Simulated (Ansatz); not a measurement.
Ansatz (an electronic-structure program) input (PBE/pcseg-4): A basis named .json is the Basis Set Exchange file of that set (core-valence sets with the plain set on hydrogen).

Ansatz 0.2 input:
```yaml
crystal:
  periodic: [false, false, false]
  atoms:
    - {symbol: Cl, position_ang: [-0.00000000, -0.00000000, -0.07122178]}
    - {symbol: H, position_ang: [0.00000000, 0.00000000, 1.21077034]}
basis:
  gaussian:
    orbitals: pcseg-4.json
hamiltonian:
  xc: {name: PBE}
output: {forces: true}
magnetization: {spin_polarized: false}
```

Output:

```
Functional definition: PBE
integrals: 0.04 GiB planned
559 factors; their error is unknown
mean field: 0.45 GiB planned
mean field evaluation 1: about -12534.3824 eV, gradient 1.2e1 eV
mean field evaluation 2: about -12534.3398 eV, gradient 1.4e1 eV
mean field evaluation 4: about -12534.7649 eV, gradient 3.0e-1 eV
mean field evaluation 8: about -12534.7643 eV, gradient 2.2e-3 eV
mean field -12534.76432189 eV, -460.6440924611 hartree, gradient 4.5e-5 eV, S^2 0.000000; 0 other end points of the search recorded, 0 dependent functions left out
the calculation of the forces begins
reference -12534.76435310 eV, -460.6440936079 hartree; 9, 9 occupied and 157, 157 virtual orbitals, 559 factors
Total energy: -12534.76435310 eV, -460.6440936079 hartree
Atom 0 at    -0.000000    -0.000000    -0.071222 Å, force     0.000000    -0.000000    -0.194345 eV/Å
Atom 1 at     0.000000     0.000000     1.210770 Å, force    -0.000000     0.000000     0.194345 eV/Å
Dipole moment:    -0.000000    -0.000000     0.224983 e Å
```
